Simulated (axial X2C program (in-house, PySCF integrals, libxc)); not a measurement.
Values are calculated unless marked as measured or tabulated.
## BN: input and output

Program: an in-house all-electron X2C program for linear molecules (integrals from PySCF).

Input file and command:
```json
{"zs": [7, 5], "q": 0, "bas": ["dyall-av3z", "dyall-v3z"], "levels": ["PBE0", "HF", "BLYP"], "cc": true, "r0": 1.38, "thr": -2.0, "nmax": 90, "npts": 10, "nst": 2, "ntry": 6}
```
```bash
python so2c.py task.json out
```

Keys: zs atomic numbers; q charge; bas basis sets; levels methods; cc coupled cluster on or off; r0 starting distance in Å; thr threshold in hartree for freezing inner shells (an s shell follows its p shell); nmax most natural virtual spinors; npts points on the curve; nst determinants followed; ntry starts of the search. HF also brings MP2.

Output of the HF step, 2c, at R = 1.317 Å for the state Ω = 2. It starts from PBE0 orbitals of this distance.

```
two-component X2C + atomic mean field  HF
basis functions 99  fitting functions 555  grid points 4346
iter        total energy     max residual
   1        -79.038199638     4.53e-02
   2        -79.048194585     6.75e-03
   3        -79.049053262     5.32e-03
   4        -79.049273960     2.37e-03
   5        -79.049394604     1.62e-03
   6        -79.049451014     7.15e-04
   7        -79.049476449     7.64e-04
   8        -79.049486341     7.11e-04
   9        -79.049498372     3.22e-04
  10        -79.049500619     3.27e-05
  11        -79.049500632     5.79e-06
  12        -79.049500632     1.18e-06
converged
one-electron -134.49838493  Coulomb 51.80373223  exact exchange -10.41465524  xc functional 0.00000000  nuclear repulsion 14.06317569  atomic mean-field constant -0.00336838
correlated 8  virtual 176  natural virtual 90  E(MP2) -0.232756179  MP2 remainder -0.003814169
iter   CCSD correlation   residual
   1     -0.234232122   1.07e-01
   2     -0.241303825   5.21e-02
   3     -0.244396788   2.82e-02
   4     -0.244550735   1.23e-02
   5     -0.244818485   5.94e-03
   6     -0.244846329   2.36e-03
   7     -0.244860962   9.01e-04
   8     -0.244872903   4.22e-04
   9     -0.244867655   1.98e-04
  10     -0.244871644   8.20e-05
  11     -0.244870933   2.67e-05
  12     -0.244871462   1.19e-05
  13     -0.244871419   5.15e-06
  14     -0.244871381   2.40e-06
  15     -0.244871405   8.75e-07
  16     -0.244871403   3.50e-07
(T) -0.012983331  T1 0.0400  D1 0.0890  max T2 0.087
```
Energies are in hartree; totals compare only within one Hamiltonian and basis. T1 is large, a sign of multireference character or of a spin-contaminated reference. T1 in the output is the amplitude norm over the root of the electron number; divide by √2 for the Lee–Taylor value. The determinant is spin-polarised beyond a pure state at some levels (its spin-free form has ⟨S²⟩ too high), which makes Re and μ there less reliable.
